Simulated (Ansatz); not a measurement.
All values below come from Ansatz (a quantum-chemistry and plane-wave program) with frozen-core CCSD(T)/aug-cc-pVTZ // B3LYP-D3(BJ)/def2-TZVPD.

Ansatz 0.2 input:
```yaml
crystal:
  periodic: [false, false, false]
  atoms:
    - { symbol: C, position_ang: [0.857538, -0.103114, 0.086393] }
    - { symbol: C, position_ang: [-0.323855, 0.774102, -0.222127] }
    - { symbol: C, position_ang: [-0.533672, -0.67099, 0.135735] }
    - { symbol: H, position_ang: [1.377097, 0.053215, 1.022285] }
    - { symbol: H, position_ang: [1.499493, -0.399106, -0.73248] }
    - { symbol: H, position_ang: [-0.60439, 1.524526, 0.50481] }
    - { symbol: H, position_ang: [-0.481995, 1.07221, -1.24994] }
    - { symbol: H, position_ang: [-0.83391, -1.35158, -0.649714] }
    - { symbol: H, position_ang: [-0.956306, -0.899263, 1.105036] }
basis:
  gaussian: { orbitals: aug-cc-pVTZ }
correlation:
  method: ccsd_t
```

Output:

```
Functional definition: HF
1548 factors; integrals over basis functions are off by at most 7.9e-4 eV
mean field evaluation 1: about -3183.3449 eV, gradient 3.5e1 eV
mean field evaluation 2: about -3183.3452 eV, gradient 3.5e1 eV
mean field evaluation 4: about -3186.4722 eV, gradient 3.0e0 eV
mean field evaluation 8: about -3186.5028 eV, gradient 3.4e-4 eV
mean field evaluation 16: about -3186.5023 eV, gradient 2.9e-1 eV
mean field -3186.50278286 eV, -117.1018173808 hartree, gradient 1.2e-6 eV, S^2 0.000000; 0 other end points of the search recorded, 0 dependent functions left out
3 core orbitals not correlated
reference -3186.50278286 eV, -117.1018173808 hartree; 9, 9 occupied and 264, 264 virtual orbitals, 1548 factors
second order -14.24695883 eV of doubles, -0.00000000 eV of singles
cycle   1  -14.66712995 eV  change   -4.2e-1 eV  update   6.8e-2
cycle   2  -15.01014532 eV  change   -3.4e-1 eV  update   1.9e-2
cycle   3  -15.05339076 eV  change   -4.3e-2 eV  update   6.6e-3
cycle   4  -15.05287354 eV  change    5.2e-4 eV  update   1.5e-3
cycle   5  -15.05342359 eV  change   -5.5e-4 eV  update   4.3e-4
cycle   6  -15.05356779 eV  change   -1.4e-4 eV  update   1.2e-4
cycle   7  -15.05354783 eV  change    2.0e-5 eV  update   3.4e-5
cycle   8  -15.05355436 eV  change   -6.5e-6 eV  update   9.9e-6
perturbative correction -0.61897093 eV, -0.0227467622 hartree
Total energy: -3202.17530815 eV, -117.6777720621 hartree
```

Cost: very roughly 70 core-seconds.
